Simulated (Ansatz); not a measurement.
Born–Oppenheimer molecular dynamics of ClFH₂Si (5 atoms, charge 0, multiplicity 1). It starts at the highest image of a converged band, a first-order saddle point between two minima.

Level of theory: RKS LDA/def2-SVP (Ansatz 0.2.0).

```
ensemble                      : NVE (velocity Verlet)
time step                     : 0.5 fs
steps asked                   : 200
starting velocities drawn for : 300 K
seed                          : 11417
```

First frame:

```xyz
5
Properties=species:S:1:pos:R:3
Si -0.346 0.027 0.337
H 1.002 -0.042 1.373
F 1.610 -0.021 0.412
H -0.504 1.136 -0.693
Cl -0.834 -1.647 -0.773
```

(1) How far do the bonds stretch over the last three quarters of this one trajectory? (Pairs bonded in most of those frames.)

Answers

(1) 
```csv
bond,mean (Å),spread (Å),shortest,longest
Si1–H2,1.639,0.184,1.31,1.97
Si1–F3,1.659,0.106,1.49,1.81
Si1–H4,1.550,0.064,1.44,1.71
Si1–Cl5,2.091,0.040,2.03,2.15
```

Mean temperature of the second half: 3881 K. The conserved energy stayed within 1 meV per atom of its start (net change 0.13 meV per atom), so the integration is sound. The kinetic energy rose, since the run started high on the potential surface and went downhill. A run of 0.1 ps of so small a system gives no equilibrium averages. The orbitals stay closed-shell, which can raise the energy where a bond breaks towards radicals; this wasn't checked here.

Time of the run: 2.4 min on 1 thread of Arm Neoverse V1, on a shared host, peak memory 0.095 GiB.
